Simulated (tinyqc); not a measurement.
MP2 on RHF in the sto-3g basis, frozen core, for LiH, spin multiplicity 1, step by step. One step of it, computed by the program tinyqc.

Question. Second-order Moller-Plesset energy. E2 = sum_ijab (ia|jb) [2 (ia|jb) - (ib|ja)] / (e_i + e_j - e_a - e_b) over occupied i, j and virtual a, b; the opposite-spin part is (ia|jb)^2 / denominator, the rest is same-spin, and SCS-MP2 scales them by 6/5 and 1/3.

orbital energies (hartree): MO1 -2.355501, MO2 -0.264919, MO3 0.075632, MO4 0.163334, MO5 0.163334, MO6 0.480330

Two-electron integrals over orbitals (pq|rs), unique and non-zero (hartree); the lowest 1 orbital is frozen and left out:
```
(22|22) 0.471455    (32|22) -0.052821   (32|32) 0.015877    (33|22) 0.217863
(33|32) 0.010550    (33|33) 0.334757    (42|42) 0.022269    (43|42) 0.019584
(43|43) 0.041290    (44|22) 0.258979    (44|32) 0.008644    (44|33) 0.281255
(44|44) 0.312946    (52|52) 0.022269    (53|52) 0.019584    (53|53) 0.041290
(54|54) 0.016869    (55|22) 0.258979    (55|32) 0.008644    (55|33) 0.281255
(55|44) 0.279207    (55|55) 0.312946    (62|22) 0.116675    (62|32) -0.037958
(62|33) -0.016910   (62|44) -0.026704   (62|55) -0.026704   (62|62) 0.126828
(63|22) -0.053231   (63|32) 0.012192    (63|33) 0.036058    (63|44) 0.004466
(63|55) 0.004466    (63|62) -0.034547   (63|63) 0.027574    (64|42) -0.019296
(64|43) -0.013123   (64|64) 0.019795    (65|52) -0.019296   (65|53) -0.013123
(65|65) 0.019795    (66|22) 0.442573    (66|32) -0.046044   (66|33) 0.239855
(66|44) 0.264383    (66|55) 0.264383    (66|62) 0.118749    (66|63) -0.045155
(66|66) 0.441998
```

Hartree-Fock energy = -7.84733672 hartree

Give: Terms; Pair energies; MP2 correlation energy; SCS-MP2 correlation energy; MP2 total energy.

Answer.

Terms:

| i | j | a | b | (ia\|jb) | (ib\|ja) | denominator | term |
|---|---|---|---|---|---|---|---|
| 2 | 2 | 6 | 6 | 0.1268 | 0.1268 | -1.4905 | -0.0108 |
| 2 | 2 | 3 | 6 | -0.0380 | -0.0380 | -1.0858 | -0.0013 |
| 2 | 2 | 6 | 3 | -0.0380 | -0.0380 | -1.0858 | -0.0013 |
| 2 | 2 | 5 | 5 | 0.0223 | 0.0223 | -0.8565 | -0.0006 |
| 2 | 2 | 4 | 4 | 0.0223 | 0.0223 | -0.8565 | -0.0006 |
| 2 | 2 | 3 | 3 | 0.0159 | 0.0159 | -0.6811 | -3.70e-04 |

Pair energies (hartree; pair i-j sums ij and ji):

| pair | opposite spin | same spin |
|---|---|---|
| 2-2 | -0.0150 | 0 |

MP2 correlation energy = -0.014974 hartree

SCS-MP2 correlation energy = -0.017969 hartree

MP2 total energy = -7.862310 hartree
